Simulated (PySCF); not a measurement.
**Molecular orbitals of NaS⁺**

UHF at R = 2.896 Å; basis Na jorge-DZP-DKH, S jorge-DZP-DKH; spin-free X2C with a Gaussian nucleus; PySCF 2.14. State: ³Σ⁻ (triplet), unpaired electrons π ↑↑. Only the outer orbitals are listed, counted within each symmetry.

| spin | orbital | occ. | ε (eV) | on Na (%) | main shells (%) |
| --- | --- | --- | --- | --- | --- |
| α | 2π | 1 | -47.98 | 100 | 100 Na p |
| α | 2π | 1 | -47.98 | 100 | 100 Na p |
| α | 6σ | 1 | -47.97 | 100 | 100 Na p |
| α | 7σ | 1 | -32.15 | 0 | 100 S s |
| α | 3π | 1 | -18.16 | 1 | 99 S p |
| α | 3π | 1 | -18.16 | 1 | 99 S p |
| α | 8σ | 1 | -16.66 | 3 | 96 S p |
| α | 9σ | 0 | -4.27 | 100 | 94 Na s |
| α | 4π | 0 | -2.68 | 100 | 100 Na p |
| α | 4π | 0 | -2.68 | 100 | 100 Na p |
| β | 2π | 1 | -47.98 | 100 | 100 Na p |
| β | 2π | 1 | -47.98 | 100 | 100 Na p |
| β | 6σ | 1 | -47.98 | 100 | 100 Na p |
| β | 7σ | 1 | -26.24 | 2 | 97 S s |
| β | 8σ | 1 | -15.47 | 5 | 95 S p |
| β | 3π | 0 | -4.71 | 19 | 81 S p, 13 Na p |
| β | 3π | 0 | -4.71 | 19 | 81 S p, 13 Na p |
| β | 9σ | 0 | -4.23 | 99 | 91 Na s |

Task: Which are the highest filled and the lowest empty level, where do they sit, and how wide is the gap?

Result: Highest filled β 8σ at -15.47 eV (in %: 95 S p); lowest empty β 3π at -4.71 eV (in %: 81 S p, 13 Na p); the gap at UHF is 10.76 eV.

The bond order (Mayer) is 0.22. The ⟨S²⟩ is 2.010 and the charge on Na (Mulliken, basis-dependent) is 0.88. The charge on Na (Löwdin, basis-dependent) is 0.58, the dipole moment (positive dipole points towards S; it is taken about the centre of mass and depends on that origin) is -6.77 D and the polarisability along the bond is 19.6 bohr³. The polarisability across the bond is 12.5 bohr³.

The state was picked by a PBE0 search and need not be the measured ground state.
